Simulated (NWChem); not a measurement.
Program: NWChem. System: trifluoromethane (CHF3), charge 0, spin multiplicity 1, at a geometry optimised with B3LYP/def2-SVP. Level: RHF/def2-TZVP.

Output (cleaned and shortened):

```
             Northwest Computational Chemistry Package (NWChem) 7.3.0
             --------------------------------------------------------

                                NWChem Input Module
                                -------------------

 Scaling coordinates for geometry "geometry" by  1.889725989
 (inverse scale =  0.529177249)

 Turning off AUTOSYM since
 SYMMETRY directive was detected!

                             Geometry "geometry" -> ""
                             -------------------------

 Output coordinates in angstroms (scale by  1.889725989 to convert to a.u.)

  No.       Tag          Charge          X              Y              Z
 ---- ---------------- ---------- -------------- -------------- --------------
    1 F                    9.0000    -0.63426200    -0.07810400     1.08454500
    2 C                    6.0000     0.02631600     0.33387500     0.00000000
    3 F                    9.0000    -0.63426200    -0.07810400    -1.08454500
    4 F                    9.0000     1.23841900    -0.22571800     0.00000000
    5 H                    1.0000     0.11304200     1.43409200     0.00000000

 Effective nuclear repulsion energy (a.u.)     133.4975199286

            Nuclear Dipole moment (a.u.)
            ----------------------------
        X                 Y               Z
 ---------------- ---------------- ----------------
    -0.0000132281     0.0000151178     0.0000000000

      Symmetry information
      --------------------

 Group name             Cs
 Group number              2
 Group order               2
 No. of unique centers     4

      Symmetry unique atoms

     1    2    4    5


 Summary of "ao basis" -> "" (spherical)
 ------------------------------------------------------------------------------
       Tag                 Description            Shells   Functions and Types
 ---------------- ------------------------------  ------  ---------------------
 *                         def2-tzvp                  on all atoms

 Summary of "ao basis" -> "ao basis" (spherical)
 ------------------------------------------------------------------------------
       Tag                 Description            Shells   Functions and Types
 ---------------- ------------------------------  ------  ---------------------
 F                         def2-tzvp                11       31   5s3p2d1f
 C                         def2-tzvp                11       31   5s3p2d1f
 H                         def2-tzvp                 4        6   3s1p
[...]
   101      0.300106  4 F  pz               104      0.266132  4 F  pz
     6     -0.259089  1 F  px                68      0.259089  3 F  px
     9     -0.229759  1 F  px                71      0.229759  3 F  px
   107      0.157647  4 F  pz                 8     -0.150045  1 F  pz
    70     -0.150045  3 F  pz

 Vector   17  Occ=2.000000D+00  E=-5.949231D-01  Symmetry=a'
              MO Center=  3.3D-02,  4.2D-01, -2.7D-15, r^2= 1.8D+00
   Bfn.  Coefficient  Atom+Function         Bfn.  Coefficient  Atom+Function
  ----- ------------  ---------------      ----- ------------  ---------------
   126      0.253184  5 H  s                100     -0.224753  4 F  py
     7     -0.221276  1 F  py                69     -0.221276  3 F  py
    38      0.218454  2 C  py               103     -0.200464  4 F  py
    10     -0.196880  1 F  py                72     -0.196880  3 F  py
    41      0.157895  2 C  py               125      0.151711  5 H  s

 Vector   18  Occ=0.000000D+00  E= 1.660717D-01  Symmetry=a'
              MO Center=  1.6D-01,  2.1D+00,  3.0D-16, r^2= 2.5D+00
   Bfn.  Coefficient  Atom+Function         Bfn.  Coefficient  Atom+Function
  ----- ------------  ---------------      ----- ------------  ---------------
   127      3.139266  5 H  s                 36     -1.851362  2 C  s
    44     -1.091520  2 C  py               126     -0.522878  5 H  s
    38     -0.191992  2 C  py

 Vector   19  Occ=0.000000D+00  E= 2.339031D-01  Symmetry=a'
              MO Center= -1.9D-02,  7.4D-01,  1.5D-11, r^2= 4.6D+00
   Bfn.  Coefficient  Atom+Function         Bfn.  Coefficient  Atom+Function
  ----- ------------  ---------------      ----- ------------  ---------------
    43      1.954847  2 C  px                98     -1.523738  4 F  s
     5      0.761887  1 F  s                 67      0.761887  3 F  s
    40      0.470223  2 C  px               105      0.341707  4 F  px
    14     -0.320587  1 F  pz                76      0.320587  3 F  pz
   106     -0.287950  4 F  py                12     -0.181170  1 F  px

 Vector   20  Occ=0.000000D+00  E= 2.339033D-01  Symmetry=a"
              MO Center=  1.4D-01,  7.3D-01, -7.0D-12, r^2= 4.6D+00
   Bfn.  Coefficient  Atom+Function         Bfn.  Coefficient  Atom+Function
  ----- ------------  ---------------      ----- ------------  ---------------
    45      1.960912  2 C  pz                 5     -1.319611  1 F  s
    67      1.319611  3 F  s                 42      0.471684  2 C  pz
   107     -0.377077  4 F  pz                12     -0.337302  1 F  px
    74      0.337302  3 F  px                13     -0.199459  1 F  py
    75      0.199459  3 F  py                14      0.178191  1 F  pz

 center of mass
 --------------
 x =  -0.00383944 y =  -0.04870340 z =   0.00000000

 moments of inertia (a.u.)
 ------------------
         175.899525284156          11.296123592635           0.000000000000
          11.296123592635         318.315169722800           0.000000000000
           0.000000000000           0.000000000000         175.009579152154

  Mulliken analysis of the total density
  --------------------------------------

    Atom       Charge   Shell Charges
 -----------   ------   -------------------------------------------------------
    1 F    9     9.25   0.77  1.20  0.60  1.02  0.33  2.24  2.28  0.79  0.00  0.02  0.00
    2 C    6     5.36   0.85  1.13  0.51  0.52  0.01  1.07  0.87  0.05  0.08  0.23  0.04
    3 F    9     9.25   0.77  1.20  0.60  1.02  0.33  2.24  2.28  0.79  0.00  0.02  0.00
    4 F    9     9.25   0.77  1.20  0.60  1.02  0.33  2.24  2.28  0.79  0.00  0.02  0.00
    5 H    1     0.91   0.27  0.50  0.12  0.02

       Multipole analysis of the density wrt the origin
       ------------------------------------------------

     L   x y z        total         open         nuclear
     -   - - -        -----         ----         -------
     0   0 0 0     -0.000000      0.000000     34.000000

     1   1 0 0      0.055825      0.000000     -0.000013
     1   0 1 0      0.708322      0.000000      0.000015
     1   0 0 1     -0.000000      0.000000      0.000000

     2   2 0 0    -16.550137      0.000000     75.211105
     2   1 1 0      0.237033      0.000000     -5.032629
     2   1 0 1      0.000000      0.000000      0.000000
     2   0 2 0    -13.561740      0.000000     11.762360
     2   0 1 1      0.000000      0.000000      0.000000
     2   0 0 2    -16.568802      0.000000     75.607579

 Task  times  cpu:        4.0s     wall:        4.0s

 Total times  cpu:        4.1s     wall:        4.1s
```

**Question.** Write an NWChem input that would produce this output.

**Answer.** One answer among several that fit: 
```
start mol
memory heap 200 mb stack 900 mb global 1100 mb
geometry units angstroms nocenter noautoz
  F     -0.634262    -0.078104     1.084545
  C      0.026316     0.333875     0.000000
  F     -0.634262    -0.078104    -1.084545
  F      1.238419    -0.225718     0.000000
  H      0.113042     1.434092     0.000000
  symmetry group Cs
end
basis spherical
  * library def2-tzvp
end
scf
  rhf
  nopen 0
  maxiter 100
  thresh 1e-7
  semidirect memsize 60000000 filesize 0
end
task scf energy
```
